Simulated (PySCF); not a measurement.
Gas-phase reaction: N2 + 6 CH3SiH2 = 4 CH3SiH + (CH3)2SiH2 + SiH2(NH2)2

Energies from PySCF, thermal terms from the rigid-rotor harmonic-oscillator model, ideal gas at 1 bar. † marks an energy on the PBE0/def2-TZVP geometry and frequencies; other levels use their own. MP2 freezes the core. 6-31G* has spherical d functions here. Open shells (unrestricted): CH3SiH2 (multiplicity 2); the rest are closed-shell singlets. B3LYP is the form with VWN-RPA correlation. No R ln 2 is added for the mirror-image form of SiH2(NH2)2. CH3SiH2, CH3SiH, SiH2(NH2)2: computed as isolated molecules; such fragments, hydroxides, amides, oligomers or adducts are transient or little studied in the gas. MP2 isn't extrapolated to the basis-set limit; its ΔH°(298 K) is -106.3 kJ in def2-SVP and -196.1 kJ in def2-TZVPP. The harmonic model lacks anharmonicity and excited electronic states, which grow with temperature; levels with a mode under 35 cm⁻¹ are left out. Internal rotation in CH3SiH2, CH3SiH, (CH3)2SiH2, SiH2(NH2)2 is treated as a harmonic vibration of one conformer, which makes the entropy rough.

```csv
level,"ΔE electronic, kJ","ΔH°(298 K), kJ","ΔS°(298 K), J/K","ΔG°(1600 K), kJ"
B3LYP/6-31G*,-207,-174,-177,101
B3LYP/def2-TZVP†,-243,-211,-168,47
HF/6-31G*,-6,28,-179,306
MP2/def2-TZVPP†,-228,-196,-168,63
PBE0/def2-QZVP†,-223,-191,-168,68
r2SCAN/def2-TZVP†,-152,-120,-168,138
ωB97M-V/def2-TZVP†,-332,-300,-168,-41
```
ΔH° is lowest at ωB97M-V/def2-TZVP† and highest at HF/6-31G*. No reference value is set beside these.
